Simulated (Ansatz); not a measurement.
This Ansatz (an electronic-structure program) input (MP2/aug-pcseg-3) gives -76.34727 Eh with 183 basis functions.

Ansatz 0.2 input:
```yaml
crystal:
  periodic: [false, false, false]
  atoms:
    - {symbol: O, position_ang: [0.00702152, 0.00134342, 0.11666744]}
    - {symbol: H, position_ang: [-0.04995842, 0.75929218, -0.47415850]}
    - {symbol: H, position_ang: [-0.00621371, -0.77003954, -0.45918106]}
basis:
  gaussian:
    orbitals: aug-pcseg-3
magnetization: {spin_polarized: false}
correlation: {method: mp2, electrons: outside_noble_gas}
```

Change:
```diff
- orbitals: aug-pcseg-3
+ orbitals: cc-pV5Z
```

### Question
What does the run give now?

### Answer
-76.35852 Eh (MP2/cc-pV5Z, 201 functions), a change of -11.25 mEh.
